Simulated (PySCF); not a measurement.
**Si–BH2, quartet in 6-31G: errors against RCCSDT**

Geometry: a PBE0/def2-TZVP stationary point for this spin, not checked as a minimum. The doublet lies 0.8 eV lower here.

```xyz
4

Si    0.0000    0.0000    0.6500
B     0.0000    0.0000   -1.3428
H     0.0000   -1.0760   -1.8539
H     0.0000    1.0760   -1.8539
```

Basis 6-31G; PySCF 2.14.0. Correlated methods freeze the noble-gas cores, which leaves 9 electrons in 20 orbitals. R marks a restricted (for open shells ROHF) determinant, U an unrestricted one.

Full CI isn't at hand for all of this; RCCSDT serves as the reference. It lacks quadruple excitations, which often exceed the step from CCSD(T) to CCSDT. The frozen core follows each run's orbitals, which can shift R against U totals by a few meV.

The UHF ⟨S²⟩ is 3.752. The T1 diagnostic (ROHF- or RHF-based CCSD) is 0.0359, the largest doubles amplitude (ROHF- or RHF-based CCSD) is 0.100 and the T1 diagnostic (UCCSD) is 0.0338.

| level | E − E(RCCSDT) (kJ/mol) | share of correlation (%) | wall time |
| --- | --- | --- | --- |
| RHF | 262.5 | 0.00 | – |
| UHF | 260.9 | 0.63 | – |
| RMP2 | 71.7 | 72.69 | – |
| UMP2 | 71.6 | 72.73 | – |
| RCCSD | 8.7 | 96.70 | – |
| UCCSD | 8.6 | 96.72 | – |
| RCCSD(T) | 2.2 | 99.17 | 0.41 s |
| UCCSD(T) | 2.1 | 99.18 | 0.27 s |
| UCCSDT | 0.0 | 100.01 | 8.1 s |

The correlation energy at RCCSDT, counted from RHF, is -2.721 eV. That run took 8.6 s on 1 thread of Arm Neoverse V1, shared host.

Times are those of the correlated step on a shared host, with one SCF added for the restricted CCSD run; they ran on 1 thread of Arm Neoverse V1.
